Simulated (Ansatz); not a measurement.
## C5H7N, SMILES C#C/C=C/CN: a ranking of conformers, step by step

Computed with Ansatz 0.2.0 through its Python package.

Typed at the interpreter:
```pycon
>>> import ansatz
>>> from rdkit import Chem
>>> from rdkit.Chem import AllChem
>>> rd = Chem.AddHs(Chem.MolFromSmiles('C#C/C=C/CN'))
>>> ids = list(AllChem.EmbedMultipleConfs(rd, numConfs=20, randomSeed=236, pruneRmsThresh=0.4))
>>> field = [energy for _, energy in AllChem.MMFFOptimizeMoleculeConfs(rd)]
>>> distinct = {round(e, 2): i for i, e in zip(ids, field)}
>>> chosen = sorted(distinct.items())[:4]
>>> found = []
>>> for force_field, index in chosen:
...     c5h7n = ansatz.Crystal.molecule()
...     for atom, xyz in zip(rd.GetAtoms(), rd.GetConformer(index).GetPositions()):
...         c5h7n = c5h7n.atom(atom.GetSymbol(), xyz.round(5).tolist())
...     base = (
...         c5h7n.calculation()
...         .basis(gaussian='cc-pVDZ')
...         .functional('B3LYP')
...     )
...     found.append(base.run(threads=1).report['free_energy_ev'])
...
>>> print('conformer   MMFF (kcal/mol)   this level (kJ/mol)')
conformer   MMFF (kcal/mol)   this level (kJ/mol)
>>> for (force_field, index), e in zip(chosen, found):
...     print(f'{index:9d} {force_field - chosen[0][0]:17.2f} {96.485332 * (e - min(found)):17.3f}')
...
        1              0.00             2.941
        2              0.30             0.127
        0              0.58             0.000
```

Caveats:
- The conformers keep their force-field geometries.
- b3lyp holds the VWN-RPA fit, as in Gaussian; the form of ORCA and Turbomole is b3lyp5.
- Wall time of the script: 13 s on 1 thread of Arm Neoverse V1, with other jobs on the host, peak memory 0.35 GiB.
